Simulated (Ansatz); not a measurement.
`BBC` + H₂O → `BBO` + CH₄ at 400 K and 1 bar (formal hydrolysis of a B–C bond).

Isolated molecules relaxed with PBE0-D4/def2-TZVP in Ansatz; ΔE leaves out vibrations. CBS: MP2 limit from def2 TZ/QZ plus the TZ coupled-cluster correction, frozen cores. This one scheme is used for every species. Each species was taken in one conformer, which may not be the lowest.

```tsv
species	CCSD(T)/CBS energy (Eh)	H − E (kJ/mol)	S (J/(mol·K))
`BBC`	-91.20122	202.7	317.4
H₂O	-76.37941	69.8	198.6
`BBO`	-127.16606	145.0	290.9
CH₄	-40.46206	131.3	197.2
```

H − E and S are ideal-gas, rigid-rotor, harmonic terms from PBE0-D4/def2-TZVP, for one conformer and one mirror image of each species. 1 Eh = 2625.50 kJ/mol, R = 8.31446 J/(mol·K).

By hand: ΔE, ΔH, ΔS and ΔG.

ΔE = (-127.16606) + (-40.46206) − (-91.20122) − (-76.37941) = -0.04749 Eh = -124.7 kJ/mol. Δ(H − E) = 145.0 + 131.3 − 202.7 − 69.8 = 3.8, so ΔH = -120.9 kJ/mol. ΔS = 290.9 + 197.2 − 317.4 − 198.6 = -27.9 J/(mol·K). ΔG = -120.9 − 400 × (-27.9)/1000 = -109.7 kJ/mol.

By hand: the equilibrium constant, and the temperature at which ΔG would vanish if ΔH and ΔS stayed fixed.

log₁₀ K = −ΔG/(RT ln 10) = 14.3. ΔG = 0 at ΔH/ΔS = 4333 K, far beyond where these terms or the molecules hold.

ΔH outweighs TΔS. A doubt of 5 kJ/mol in ΔE shifts log₁₀ K by 0.7 here. Other conformers and mirror images would add mixing entropy, several J/(mol·K) or more a flexible species. These are equilibria of isolated gas molecules and say nothing of rates. Largest T1 diagnostic: 0.013 (customary marks: 0.02 for closed shells, 0.045 for open ones).
